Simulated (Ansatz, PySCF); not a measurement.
Potential energy curve for NH, triplet.

UKS-B3LYP = unrestricted B3LYP/cc-pVTZ in Ansatz (an electronic-structure program); ROCCSD(T) = CCSD(T) on ROHF/cc-pVTZ, frozen core run with Ansatz; UKS-B3LYP/6-31G* = unrestricted B3LYP/6-31G*, spherical d in PySCF.

Total energies in hartree (comparable only within one method and basis):

```
R / Å  UKS-B3LYP  ROCCSD(T)  UKS-B3LYP/6-31G*
-----  ---------  ---------  ----------------
0.74   -55.11642  -55.01390         -55.08267
0.79   -55.16598  -55.06383         -55.13499
0.84   -55.19949  -55.09752         -55.17047
0.88   -55.21764  -55.11571         -55.18978
0.93   -55.23219  -55.13023         -55.20539
0.97   -55.23885  -55.13681         -55.21268
1.00   -55.24157  -55.13947         -55.21579
1.04   -55.24281  -55.14061         -55.21744
1.06   -55.24258  -55.14033         -55.21739
1.11   -55.24005  -55.13769         -55.21525
1.15   -55.23644  -55.13403         -55.21192
1.22   -55.22781  -55.12541         -55.20370
1.29   -55.21731  -55.11508         -55.19358
1.37   -55.20414  -55.10241         -55.18085
1.50   -55.18222  -55.08199         -55.15966
1.63   -55.16183  -55.06367         -55.13998
1.80   -55.14069  -55.04455         -55.11959
2.01   -55.12429          —         -55.10362
2.24   -55.11472          —         -55.09415
2.55   -55.10874          —         -55.08809
2.97   -55.10565          —         -55.08489
3.44   -55.10450          —         -55.08367
```

Dashes: no converged value, or the column stops at the first point that the program doubted or that broke a chosen test of continuity, which isn't proof of a fault.

The unrestricted determinant behind UKS-B3LYP, UKS-B3LYP/6-31G* is spin-contaminated at 1.63 to 3.44 Å (<S²> up to 3.0, against 2.00 for a pure triplet). The T1 diagnostic of CCSD on the restricted reference of ROCCSD(T) exceeds 0.045 at 1.63 to 2.24 Å.
